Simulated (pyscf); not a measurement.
Four-centre exchange: HO–AsH₂ (SMILES O[AsH2]) + AsH₃ (SMILES [AsH3]) → HO–AsH–AsH₂ (SMILES O[AsH][AsH2]) + H₂ (SMILES [H][H])

Gas phase, singlet surface, charge 0. Bonds broken: As1–H3, As6–H7. Bonds formed: As1–As6, H3–H7. Single points on ωB97X-D3(BJ)/def2-SVP structures (PySCF, gas phase).

Transition state (Å):

```xyz
9

As    -0.9067     0.4586    -0.8436
O      0.6611    -0.3824    -0.7106
H     -1.6929    -0.8038     0.2585
H     -0.5690     0.6930    -2.3497
H      0.8350    -0.5887     0.2194
As    -0.7176     1.1419     1.9532
H     -1.3523    -0.5056     1.0896
H      0.5681     1.7373     1.3936
H      0.0757     0.0982     2.7385
```

One imaginary mode, 1231i cm⁻¹; descent along it reached the two sides named.

```tsv
bond	change	reactant side (Å)	saddle	product side
As1–H3	breaks	1.525	1.851	4.2
As6–H7	breaks	1.518	1.965	3.9
As1–As6	forms	4.1	2.9	2.412
H3–H7	forms	3.1	0.946	0.761
```

Electronic energies relative to the separated reactants (eV):

```tsv
level	barrier	reaction energy	reverse barrier
ωB97X-D3(BJ)/def2-TZVP	2.59	-0.32	2.91
PBE/def2-TZVP	1.97	-0.23	2.20
r²SCAN/def2-TZVP	2.19	-0.23	2.42
B3LYP-D3(BJ)/def2-TZVP	2.28	-0.21	2.49
PBE0-D3(BJ)/def2-TZVP	2.26	-0.21	2.46
M06-2X/def2-TZVP	2.52	-0.23	2.75
ωB97M-D3(BJ)/def2-TZVP	2.63	-0.09	2.72
HF/def2-TZVP	3.83	+0.15	3.68
```

With ωB97M-D3(BJ)/def2-TZVP energies and thermal terms (ideal gas, 1 atm, RRHO with modes under 100 cm⁻¹ raised to 100, one conformer, R ln 2 for rigid chiral ones), in eV:

| T (K) | ΔH‡ | ΔG‡ | ΔH | ΔG |
|---|---|---|---|---|
| 298 | 2.55 | 3.01 | -0.14 | -0.07 |
| 600 | 2.58 | 3.46 | -0.07 | -0.03 |
| 900 | 2.62 | 3.88 | -0.03 | -0.02 |
| 1200 | 2.66 | 4.30 | -0.01 | -0.02 |

From the product side, HO–AsH• + AsH₂• + H₂ lies, by one bond made or cut, 0.72 eV under this saddle at ωB97M-D3(BJ). The same reactants have a lower exit, to H₂As–AsH₂ + H₂O (barrier +1.61 eV at ωB97M-D3(BJ), against +2.63 eV here). This is the saddle that the search found; another between the same sides may lie lower. Elements up to Kr have no core potential and no relativistic terms here.
